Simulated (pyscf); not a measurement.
PySCF, gas phase, ωB97X-D3(BJ)/def2-SVP geometries.

Estimate by transition-state theory the rate constant of F–C(F)(F)–SiH₃ (SMILES FC(F)(F)[SiH3]) + SiH₃• (SMILES [SiH3]) → H₃Si–SiH₃ (SMILES [SiH3][SiH3]) + F–C•(F)–F (SMILES F[C](F)F) (doublet surface; C–Si broken, Si–Si formed) at 900 K, with ωB97M-D3(BJ)/def2-TZVP energies (ideal gas, 1 atm, RRHO with modes under 100 cm⁻¹ raised to 100, one conformer, R ln 2 for chiral ones without a mode under 150 cm⁻¹; no tunnelling).

The electronic barrier is 15.2 kcal/mol and the thermal terms add +29.9, so ΔG‡ = 45.1 kcal/mol. With k_BT/h = 1.88e+13 s⁻¹ and RT = 1.788 kcal/mol, and a volume of 1.23e-19 cm³ per molecule at 1 atm, k = 2.6e-17 cm³ molecule⁻¹ s⁻¹. Wigner's tunnelling factor for 597i cm⁻¹ would be 1.04. A shift of 1 kcal/mol in the barrier changes k by a factor 1.7. This is the saddle that the search found; another between the same sides may lie lower. The angle at the attacked Si is 180°.
